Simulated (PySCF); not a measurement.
Identify the compound

Molecular formula: C₅H₅Cl. Simulated spectra:

¹H NMR (400 MHz, computed): δ 6.75 (m, 1H), 6.60 (m, 1H), 6.44 (t, 1H), 3.19 (m, 2H).

¹³C{¹H} NMR (computed): δ 146.7 (C), 142.6 (CH), 142.6 (CH), 135.9 (CH), 44.8 (CH2).

PySCF 2.14 calculation with GIAO PBE0/pcSseg-1 shieldings and coordinates at the GFN2-xTB level; in vacuum, rapidly exchanging positions averaged, non-relativistic, single conformer.

δ = σ(ref) − σ, references computed at the same level: TMS for ¹H (31.72 ppm), ¹³C (186.93 ppm).

Choose the structure that fits.
A. ClC1=CC=CC1
B. ClC1=CCC=C1
C. C=CC#CCCl
D. C/C=C1C=C\1Cl
E. CC1=CC/1=C\Cl
F. CC1=CC/1=C/Cl

Results:

B. 

1. The formula gives 3 degrees of unsaturation (1 ring in the answer).
2. 5 carbon signals for 5 carbons: no two carbons are equivalent.
3. Carbon types of the structure: 1 × C, 3 × CH, 1 × CH2, which accounts for all hydrogens.
4. δC 146.7: fully substituted alkene carbon; the olefinic region.
5. δC 142.6, 142.6, 135.9: alkene CH; an sp2 carbon of a C=C bond.
6. δC 44.8: allylic sp3 CH2; saturated and bonded to C and H only.
7. δH 6.75, 6.60, 6.44: hydrogen on an alkene CH; attached to an sp2 carbon and in the plane of the double bond.
8. δH 3.19: hydrogen on an allylic sp3 CH2; allylic position.

The others: ClC1=CC=CC1 has carbons computed at 150.1, 139.9, 138.5, 136.6, 49.9; CC1=CC/1=C\Cl would give 3 signals for carbon-bound and other non-exchanging H, not 4; C/C=C1C=C\1Cl would give 3 signals for carbon-bound and other non-exchanging H, not 4; CC1=CC/1=C/Cl would give 3 signals for carbon-bound and other non-exchanging H, not 4; C=CC#CCCl has carbons computed at 135.4, 124.3, 96.0, 95.6, 38.7, with a different DEPT pattern.

Carbons that carry Cl, above all several Cl atoms, come out too deshielded, partly because spin–orbit coupling is missing. Shifts are as computed. Against solution values, carbons near 30 ppm lie about +3 ppm off and those near 130 ppm about +5 ppm; carbons on Cl a further +6 ppm (rms about the fit 2.1 ppm; single classes can miss by 10 ppm). Of 1328 compounds with measured shifts, 309 miss one by over three times the rms of a fit or turn the order of signals round; such compounds aren't used in these exercises. Signals without a measured value on file couldn't be tested in this way; 1H shifts scatter by 0.2 ppm about their fit, and single ones miss by 0.5 ppm. Multiplicities follow the n + 1 count of equivalent neighbours, as no J values were calculated; m marks all less simple cases, F and P coupling included.
